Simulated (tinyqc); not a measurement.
The integration grid: Kohn-Sham M06L on finer and finer grids in the sto-3g basis, for H2O, spin multiplicity 1. Computed by the program tinyqc with PySCF. Self-consistent on each grid; the net force on the molecule should vanish.

Geometry (angstrom):

| atom | x | y | z |
|---|---|---|---|
| O | 0.0000 | 0.0000 | 0.0000 |
| H | 0.0000 | 0.6530 | 0.6060 |
| H | 0.0000 | -0.6910 | 0.6410 |

Kohn-Sham energy on Becke grids (radial x angular points per atom):

| grid | points | residual of the electron count | E (hartree) | E - finest (mhartree) | largest net force without grid terms (hartree/bohr) |
|---|---|---|---|---|---|
| 10 x 14 | 418 | -9.26e-02 | -75.08715 | 201.46727 | 8.47e-02 |
| 15 x 26 | 1150 | 2.67e-02 | -75.36292 | -74.30969 | 6.13e-02 |
| 20 x 50 | 2970 | -3.68e-03 | -75.31437 | -25.75489 | 1.09e-01 |
| 30 x 86 | 7729 | 4.24e-04 | -75.29054 | -1.92671 | 2.48e-02 |
| 50 x 194 | 29025 | -2.24e-06 | -75.28851 | 0.10863 | 1.80e-03 |
| 75 x 302 | 67920 | -8.55e-08 | -75.28861 | 0.00215 | 1.25e-04 |
| 120 x 590 | 212132 | 1.29e-09 | -75.28861 | 0.00000 | 1.39e-05 |

What does the comparison show, and why?

The energy is within 0.1 mhartree of the finest grid first at 75 x 302. The error has both signs, since quadrature is not variational. The electron count and the net force are cheap signs of a poor grid.
